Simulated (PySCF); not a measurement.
Screening by computed properties: pick the candidate that meets the target.

Species are written as SMILES; each is one conformer at its optimised geometry, gas phase, non-relativistic unless stated. Electronic properties by PySCF.

The conformers computed, where there is a choice (atom-mapped SMILES and torsion angles):
- `[CH3:1][C:2]([CH3:3])([CH3:4])[PH:5][c:6]1[cH:7][cH:8][s:9][cH:10]1`: C1–C2–P5–C6 -70°, C2–P5–C6–C7 89°
- `[O:1]=[S:2](=[O:3])([Cl:4])[C:5]([F:6])([F:7])[C:8]([F:9])([F:10])[F:11]`: O1–S2–C5–F6 157°, S2–C5–C8–F9 -83°
- `[CH3:1][c:2]1[p:3][c:4]([C:5]([CH3:6])([CH3:7])[CH3:8])[cH:9][s:10]1`: P3–C4–C5–C6 180°

Question: Wanted: HOMO–LUMO gap below 5 eV (PBE0/pcSseg-1) and dipole moment below 1 D (PBE0/pcSseg-1), at GFN2-xTB geometries. Which candidate meets both?
A. `O=S(=O)(Cl)C(F)(F)C(F)(F)F`
B. `c1(cscc1)PC(C)(C)C`
C. `CC(C)(c1pc(C)sc1)C`
D. `O=C1C=CC(=O)C=C1`

Answer: D. Computed values:
```
                   species  HOMO–LUMO gap  dipole moment
          O=C1C=CC(=O)C=C1        4.26 eV         0.00 D
        CC(C)(c1pc(C)sc1)C        5.49 eV         0.79 D
        c1(cscc1)PC(C)(C)C        5.93 eV         1.23 D
O=S(=O)(Cl)C(F)(F)C(F)(F)F        7.72 eV         1.91 D
```

Question: Wanted: smallest rotational constant between 0.6 GHz and 1.1 GHz (GFN2-xTB) and HOMO energy below -6.5 eV (PBE0/pcSseg-1), at GFN2-xTB geometries. Which candidate meets both?
A. `CC(C)(C)Pc1ccsc1`
B. `O=S(=O)(Cl)C(F)(F)C(F)(F)F`
C. `C(#CC)[C@@H]1[SiH2]C1=C`
D. `O=C1C=CC(=O)C=C1`

Answer: B. Computed values:
| species | smallest rotational constant | HOMO energy |
| --- | --- | --- |
| CC(C)(C)Pc1ccsc1 | 0.541 GHz | -6.54 eV |
| O=S(=O)(Cl)C(F)(F)C(F)(F)F | 0.635 GHz | -9.89 eV |
| C(#CC)[C@@H]1[SiH2]C1=C | 0.976 GHz | -6.41 eV |
| O=C1C=CC(=O)C=C1 | 1.264 GHz | -8.02 eV |
